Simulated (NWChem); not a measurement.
# C2H3O (SMILES C[C]=O): UCAM-B3LYP/cc-pVDZ

What is the vertical ionisation energy of C2H3O at UCAM-B3LYP/cc-pVDZ? 

Program for the calculation: NWChem 7.3.0.

5 further runs of the same task are left out: 5 set aside as unsound or not needed.

## 1. The structure to begin with

C2H3O has 6 atoms, charge 0, and is taken as a doublet. SMILES: `C[C]=O`. The shape is that of a PBE0-D4/def2-TZVP optimisation.

Bond lengths: C1–C2 1.497 Å, C2–O3 1.175 Å, C1–H4 1.091 Å, C1–H5 1.094 Å, C1–H6 1.092 Å. Angles: C1–C2–O3 129.3°, C2–C1–H4 108.7°, C2–C1–H5 111.4°, C2–C1–H6 108.4°, H4–C1–H5 110.6°, H4–C1–H6 107.1°, H5–C1–H6 110.5°.

## 2. The energy at UCAM-B3LYP/cc-pVDZ

The input, calc.nw:

```
start calc
memory stack 880 mb heap 220 mb global 1100 mb

geometry units angstrom noautosym nocenter noautoz
C       -0.150600       0.360900      -0.246200
C       -0.095300      -0.937800       0.496900
O        0.811800      -1.439800       1.050900
H       -0.929700       0.983800       0.196900
H        0.814100       0.875700      -0.222400
H       -0.450200       0.157100      -1.276100
end

basis spherical bse
* library cc-pVDZ
end

dft
xc xcamb88 1.00 lyp 0.81 vwn_5 0.19 hfexch 1.00
cam 0.33 cam_alpha 0.19 cam_beta 0.46
mult 2
grid fine
convergence energy 0.01
direct
iterations 100
mulliken
print low
end

task dft
```

Started as:

```bash
$ nwchem calc.nw > calc.out
```

The program printed:

```text
[...]
 d= 0,ls=0.0,diis     1   -153.0346376725 -2.16D+02  9.33D-03  1.56D-01     2.8
[...]
 d= 0,ls=0.0,diis     8   -153.1153587806 -1.65D-07  6.25D-06  2.64D-07    19.2
[...]
         Total DFT energy =     -153.115358780566
      One electron energy =     -332.397059508834
           Coulomb energy =      136.456471385326
    Exchange-Corr. energy =      -20.430597940319
 Nuclear repulsion energy =       63.255827283261
[...]
      Total Density - Mulliken Population Analysis
     ---------------------------------------------
    Atom       Charge   Shell Charges
 -----------   ------   -------------------------------------------------------
    1 C    6     6.03   2.01  0.66  0.34  2.14  0.83  0.04
    2 C    6     6.05   2.01  0.73  0.61  1.88  0.69  0.13
    3 O    8     8.09   2.01  0.86  0.85  2.81  1.54  0.02
    4 H    1     0.94   0.73  0.18  0.03
    5 H    1     0.95   0.73  0.20  0.03
    6 H    1     0.94   0.73  0.18  0.03
[...]
      <S2> =      0.7527 (Exact =     0.7500)
[...]
```

It took 20 s on 1 thread of Intel Xeon Platinum 8259CL at 2.50GHz (Skylake/Cascade Lake), shared host; peak memory 0.11 GiB.

## 3. The singlet cation

The input, sp.nw:

```
start sp
title "C2H3O"
memory stack 880 mb heap 220 mb global 1100 mb
charge 1

geometry noautosym nocenter noautoz
  C     -0.150600     0.360900    -0.246200
  C     -0.095300    -0.937800     0.496900
  O      0.811800    -1.439800     1.050900
  H     -0.929700     0.983800     0.196900
  H      0.814100     0.875700    -0.222400
  H     -0.450200     0.157100    -1.276100
end

basis spherical bse
  * library cc-pVDZ
end

dft
  xc xcamb88 1.00 lyp 0.81 vwn_5 0.19 hfexch 1.00
  cam 0.33 cam_alpha 0.19 cam_beta 0.46
  grid fine
  convergence energy 0.01
  direct
  maxiter 100
  mulliken
  print low
end

task dft energy
```

Started as:

```bash
$ nwchem sp.nw > sp.out
```

The program printed:

```text
[...]
 d= 0,ls=0.0,diis     1   -152.5933924420 -2.16D+02  2.92D-02  1.96D+00     2.3
[...]
 d= 0,ls=0.0,diis     9   -152.8050300758 -3.75D-07  6.32D-06  3.31D-07    20.2
         Total DFT energy =     -152.805030075796
      One electron energy =     -325.039661971066
           Coulomb energy =      128.987944591350
    Exchange-Corr. energy =      -20.009139979341
 Nuclear repulsion energy =       63.255827283261
[...]
      Total Density - Mulliken Population Analysis
     ---------------------------------------------
    Atom       Charge   Shell Charges
 -----------   ------   -------------------------------------------------------
    1 C    6     6.02   2.01  0.67  0.39  2.12  0.79  0.04
    2 C    6     5.70   2.01  0.79  0.50  1.78  0.49  0.13
    3 O    8     7.82   2.01  0.90  0.86  2.72  1.30  0.02
    4 H    1     0.83   0.70  0.10  0.03
    5 H    1     0.81   0.69  0.09  0.03
    6 H    1     0.83   0.70  0.10  0.03
[...]
```

Run time: 21 s. Hardware: 1 thread of Intel Xeon Platinum 8259CL at 2.50GHz (Skylake/Cascade Lake), shared host; peak memory 0.11 GiB.

## 4. Results

At UCAM-B3LYP/cc-pVDZ:

| quantity | value |
| --- | --- |
| doublet C2H3O: total energy | -153.11536 Eh |
| doublet C2H3O: ⟨S²⟩ | 0.753 |
| singlet cation: total energy | -152.80503 Eh |
| vertical ionisation energy (to the singlet cation) | 8.444 eV |

**Reading.** The vertical ionisation energy comes to 8.44 eV (195 kcal/mol). Only the singlet of the ionised species was computed; a triplet could lie lower.
